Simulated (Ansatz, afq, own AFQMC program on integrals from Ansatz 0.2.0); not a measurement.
**Where AFQMC and coupled cluster stand for AlH₂⁻, triplet**

```xyz
3

Al    0.0000   -0.0810    0.0000
H     0.0000    1.0848   -1.2329
H     0.0000    1.0848    1.2329
```

Basis 6-31++G**. Noble-gas cores (and the filled d shells of Ga–Kr and In–Xe) are frozen. Integrals, coupled cluster, full CI and functionals: Ansatz 0.2.0; the random walks run on the same integrals in our own AFQMC program. The CISD trial takes its coefficients from CCSD amplitudes. Released means that phaseless walkers are propagated on without the constraint, phases kept. Uncertainties: one standard error, sampling alone.

Determinant: UHF, the one that the program's search chose, which needn't be the lowest solution. The geometry is a PBE0/def2-TZVPD stationary point of this or a neighbouring charge and spin state.

Full CI is exact in this basis; its frozen core comes from its own orbitals, which moves totals by up to a few meV.

Cautions: another spin lies lower (by 830 meV); at this level and basis the anion state lies above a neutral one; full CI with its own frozen core.

```
T1 diagnostic                               : 0.0179
weight of the determinant in the CISD state : 0.939
⟨S²⟩ of the determinant                     : 2.003
size of the correlated space                : 6 electrons in 30 orbitals
```

```tsv
level	correlation energy (eV)
MP2	-1.5900
CCSD	-2.0800
CCSD(T)	-2.1246
```

Problem. Estimate where AFQMC with the constraint released lies against CCSD(T) on the same integrals.

Solution. 1.2 ± 0.4 kJ/mol below CCSD(T).

Reference: full CI, correlation energy -2.141 eV. The released energy is read at 2.40 1/Eh (meV from the phaseless value at times in 1/Eh: 1 ± 4 at 0.24, 3 ± 4 at 0.51, 1 ± 3 at 0.99, 4 ± 3 at 1.62, 3 ± 4 at 2.40).

| level | E − E(reference) (kJ/mol) | share of correlation (%) |
| --- | --- | --- |
| CCSD(T) | 1.6 | 99.25 |
| CCSDT | 0.0 | 99.99 |
| CCSDT(Q) | 0.0 | 100.02 |
| ph-AFQMC/HF | 2.6 ± 1.9 | 98.72 |
| ph-AFQMC/CISD | 0.1 ± 0.3 | 99.97 |
| released AFQMC | 0.4 ± 0.4 | 99.81 |

CCSDT and higher add their correlation energy to the determinant of the CCSD(T) run, since their own runs factorise the integrals more tightly (a shift of under 2 meV). A walk keeps the symmetry of its determinant, which the program's search chose and which needn't be the lowest solution, so a lower state of the same spin and another symmetry isn't excluded. Released energies are given only where the last usable release times agree within the noise; a slower fall can still hide under it.
